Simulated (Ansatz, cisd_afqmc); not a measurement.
Species: CH3, charge 1, singlet. CH3+ (parent SMILES [CH3], singlet).
B3LYP-D3(BJ)/def2-TZVP minimum from Ansatz (a program for electronic structure):
```
C
H 1 1.0918
H 1 1.0918 2 120.00
H 1 1.0918 2 120.00 3 -180.00
```
Charge +1, spin multiplicity 1.

Total energies in cc-pVDZ, 6 correlated electrons, 1 frozen orbitals. Radicals and triplets start from unrestricted determinants; spin-orbit coupling is neglected. Correlated methods leave the cores frozen. No relativity. The Monte Carlo rows (phaseless AFQMC, CISD trial, step 0.005/hartree) carry one-sigma bars that omit the constraint's bias. Outlying blocks are dropped, and bars are widened where a walk drifts. Over all cases where full CI ran beside it in this data, AFQMC minus full CI had a median of +0.1 mEh and passed +0.4 mEh in a tenth of the cases.

```json
[
 {"method": "HF", "program": "Ansatz", "energy (Eh)": "-39.23574", "error against FCI (mEh)": "131.87"},
 {"method": "MP2", "program": "Ansatz", "energy (Eh)": "-39.34167", "error against FCI (mEh)": "25.94"},
 {"method": "CCSD", "program": "Ansatz", "energy (Eh)": "-39.36536", "error against FCI (mEh)": "2.25"},
 {"method": "CCSD(T)", "program": "Ansatz", "energy (Eh)": "-39.36719", "error against FCI (mEh)": "0.42"},
 {"method": "CCSDT(Q)", "program": "Ansatz", "energy (Eh)": "-39.36760", "error against FCI (mEh)": "0.01"},
 {"method": "CCSDTQ", "program": "Ansatz", "energy (Eh)": "-39.36761", "error against FCI (mEh)": "0.00"},
 {"method": "AFQMC/CISD", "program": "cisd_afqmc", "energy (Eh)": "-39.3674 ± 0.0001", "error against FCI (mEh)": "0.2 ± 0.1"},
 {"method": "FCI", "program": "Ansatz", "energy (Eh)": "-39.36761", "error against FCI (mEh)": "0.00"}
]
```
